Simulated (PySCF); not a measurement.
LiH, SMILES [LiH].

Coordinates come from a PBE0-D3(BJ)/def2-TZVPD optimisation.

Two levels are set side by side: TDA-PBE/def2-TZVPD (PySCF) and TDA-M06-2X/def2-TZVPD (PySCF). Vertical, same geometry. The lowest singlet is HOMO→LUMO 95 % with PBE and HOMO→LUMO 96 % with the other functional; states are paired by order. Differences are taken from unrounded values.

| quantity | TDA-M06-2X |
|---|---|
| lowest singlet excitation (eV) | 3.28 |
| lowest triplet excitation (TDA) (eV) | 3.27 |
| first bright state (f over 0.05) (eV) | 3.28 |
| its oscillator strength | 0.08 |

Problem. What does TDA-PBE give, and how far is it from TDA-M06-2X? (The exact figures need the calculation; the answer reports its results.)

Solution. 
| quantity | TDA-PBE | TDA-PBE minus TDA-M06-2X |
|---|---|---|
| lowest singlet excitation (eV) | 3.10 | -0.19 |
| lowest triplet excitation (TDA) (eV) | 2.44 | -0.83 |
| first bright state (f over 0.05) (eV) | 3.10 | -0.19 |
| its oscillator strength | 0.08 | 0.01 |

A lower first singlet is the usual sign of a functional without exact exchange. Differences between two approximate levels are no errors against the true value.
